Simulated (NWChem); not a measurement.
Molecule: pyrrole (C4H5N); SMILES c1c[nH]cc1

Results from NWChem. Pople sets run with spherical d functions. Geometry: optimised at PBE0/def2-SVP. Level: M06-2X/6-31G* with SMD, gas-phase geometry; reactions with the solvents are ignored.

```
SMD term (kcal/mol)                 water  1-octanol
----------------------------------  -----  ---------
distortion of the solute's density   1.37       1.09
polarisation                        -9.16      -8.07
cavity, dispersion and structure     3.25       0.31
```

Problem. Sum the solvation free energies, find the transfer free energy from water to 1-octanol and the partition coefficient at 298.15 K.

Solution. 
1. ΔG(solv, water) = -4.54 kcal/mol and ΔG(solv, 1-octanol) = -6.67 kcal/mol (1 M gas to 1 M solution).
2. Transfer: -6.67 − (-4.54) = -2.13 kcal/mol.
3. log₁₀ K(1-octanol/water) = −ΔG/(RT ln 10) = 2.13/1.364 = 1.6, so the model puts more of the solute in 1-octanol.
4. Of the transfer energy, 0.81 kcal/mol is electrostatic and -2.94 comes from the non-electrostatic term. The two phases are taken as the pure solvents.
